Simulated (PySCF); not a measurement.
# C5H5F: the cost of one run

The runs use PySCF 2.14.0, with density-fitted response routines of our own; the level of theory stands in each step. All values are computed, except where a source is named. Atoms count from 0, in the outputs and in this text.

**1. The molecule as given**

11 atoms, charge 0, multiplicity 1; geometry from: GFN2-xTB. The atoms were then displaced at random by about 0.01 Å, so the start is not that level's minimum.

Bonds of the start (Å): C0–C1 1.36, C1–F2 1.36, C1–C3 1.38, C3–C4 1.34, C4–C5 1.50, C5–C3 1.53, C0–H6 1.07, C0–H7 1.06, C4–H8 1.04, C5–H9 1.09, C5–H10 1.09.

**2. Geometry optimisation at PBE0-D3(BJ)/def2-SVP**

What the job is given:

```
{"job": {"xc": "PBE0", "basis": "def2-SVP", "d3": "d3bj", "grid": 1, "shake": 0.01, "kind": "geom"}, "charge": 0, "multiplicity": 1}
C      1.750900    -0.835380     0.580020
C      1.083560    -0.164600    -0.394200
F      1.731040     0.159790    -1.540980
C     -0.234880     0.254780    -0.368700
C     -1.313110     0.823930    -0.917360
C     -1.524620     0.265890     0.459290
H      1.229120    -1.072440     1.483120
H      2.779590    -1.078760     0.465970
H     -1.770390     1.353210    -1.692660
H     -2.091340    -0.657580     0.587760
H     -1.601780     0.925330     1.322070
```

Command:

```
OMP_NUM_THREADS=1 python probes_run.py task.json out
```

One launch serves the whole session: the jobs run in the order shown.

Q: Estimate the wall time and peak memory of this first job on 1 thread of Arm Neoverse V1, shared host.

About 47 s, with a peak of 0.45 GiB.
